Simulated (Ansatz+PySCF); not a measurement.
doublet Cl₂(+): levels of theory in one basis

```xyz
2

Cl    0.0000    0.0000   -0.9300
Cl    0.0000    0.0000    0.9300
```

Basis set: cc-pV(T+d)Z (spherical functions). Frozen core: 10 orbitals. Correlation on ROHF uses semicanonical orbitals with singles. Charge 1, multiplicity 2.

Computed with Ansatz (development build ahead of 0.2.0) and PySCF 2.14.0; each method stands on the lowest determinant of its kind that the runs found.

```json
{"method": "ROHF", "E − E(ROHF) (eV)": "0.00", "<S²> of the determinant": "0.75"}
{"method": "UHF", "E − E(ROHF) (eV)": "-0.24", "<S²> of the determinant": "0.77"}
{"method": "ROHF-MP2", "E − E(ROHF) (eV)": "-10.15", "<S²> of the determinant": "–"}
{"method": "UHF-MP2", "E − E(ROHF) (eV)": "-10.02", "<S²> of the determinant": "0.77"}
```

Problem. What does ROHF-CCSD(T) give on the same scale?

Solution. -11.43 eV.

Caution for ROHF-MP2, UHF-MP2: MP2 on this radical cation hangs on the determinant chosen.
